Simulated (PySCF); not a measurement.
**Question.** Write a Z-matrix for quinoxaline radical anion (`c1c2c(nccn2)ccc1`) [SMILES of the parent framework; charge -1 and doublet state] as optimised with PBE0-D3(BJ)/def2-SVP. (Charge -1 and doublet state.)

**Answer.** 
Z-matrix in Å and degrees, rows numbered from 1:
```
C 
C   1  1.3950
C   2  1.3993  1  119.95
C   3  1.4134  2  121.74  1     0.00
N   4  1.3612  3  120.08  2   180.00
C   5  1.3491  4  114.78  3   179.97
C   6  1.3838  5  123.60  4     0.02
N   7  1.3490  6  123.61  5     0.00
C   8  1.3613  7  114.75  6    -0.02
C   1  1.3994  2  119.87  3     0.01
H   1  1.0952  2  120.24  3  -179.98
H   2  1.0952  1  120.19  3   180.00
H   3  1.0939  2  121.50  1  -179.98
H   6  1.1001  5  116.78  4  -179.97
H   7  1.1001  6  119.60  5  -180.00
H  10  1.0939  1  121.49  2  -179.99
```

The 10 heavy atoms lie in one plane (0.000 Å rms). C3 (carbon bonded to 2 C and H) is planar (angles 121.7°, 121.5° and 116.8°, sum 360.0°, 0.00 Å off the plane of its three neighbours). C1 (carbon bonded to 2 C and H) is planar (angles 120.2°, 119.9° and 119.9°, sum 360.0°, 0.00 Å off the plane of its three neighbours). C6 (carbon bonded to C, N and H) is planar (angles 123.6°, 119.6° and 116.8°, sum 360.0°, 0.00 Å off the plane of its three neighbours).

Method: PySCF 2.14.0, PBE0-D3(BJ)/def2-SVP geometry optimisation, gas phase.

Point group: C2v (every atom within 0.08 Å of its image). Whether it is a minimum is left open (no frequencies). ⟨S²⟩ = 0.764 (exact for a doublet: 0.75). Whether the extra electron is bound in the gas phase wasn't checked; a finite basis holds it in any case. The geometry's basis has no diffuse functions, a weakness for an anion.
